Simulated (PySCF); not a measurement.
**`c1pcpcp1`, C3H3P3**

Geometry:
```csv
atom,x (Å),y (Å),z (Å)
C1,-1.328,-0.871,-0.011
P2,-1.643,0.830,-0.031
C3,-0.088,1.588,-0.019
P4,1.541,1.010,0.003
C5,1.421,-0.715,0.020
P6,0.106,-1.837,0.020
H7,-2.239,-1.468,-0.016
H8,-0.149,2.674,-0.028
H9,2.393,-1.205,0.037
```

Method used: GIAO B3LYP/pcSseg-1 magnetisability, rotational g tensor and spin-rotation constants, non-relativistic, gas phase (PySCF 2.14.0). Geometry: GFN2-xTB.

Question: Give the nuclear spin-rotation constants along the inertial axes (H = +C I·J) beside the isotropic shieldings.

Answer: Rotational constants 2.3631, 2.3627, 1.1815 GHz. A star marks the isotopologue with that one atom substituted, in its own axes.
```csv
atom,isotope,Caa (kHz),Cbb (kHz),Ccc (kHz),mean (kHz),σ (ppm)
P2,31P,6.924,6.923,1.211,5.019,30.5
P4,31P,6.924,6.923,1.211,5.019,30.5
P6,31P,6.925,6.924,1.212,5.020,30.4
H7,1H,0.087,0.087,-0.130,0.015,21.0
H8,1H,0.087,0.087,-0.130,0.015,21.0
H9,1H,0.087,0.087,-0.130,0.015,21.0
C1,13C*,1.786,0.933,0.097,0.939,-8.0
```
Where two moments of inertia are equal or nearly so, the constants along those axes are given as their average.
For the geometry as given, no vibrational averaging.

Question: How do the rotational constants and the g tensor change when H7, H8, H9 are replaced by deuterium?

Answer: Constants 2.2492, 2.2489, 1.1245 GHz; g -0.0599, -0.0599, 0.0152, against -0.0629, -0.0629, 0.0160 before.
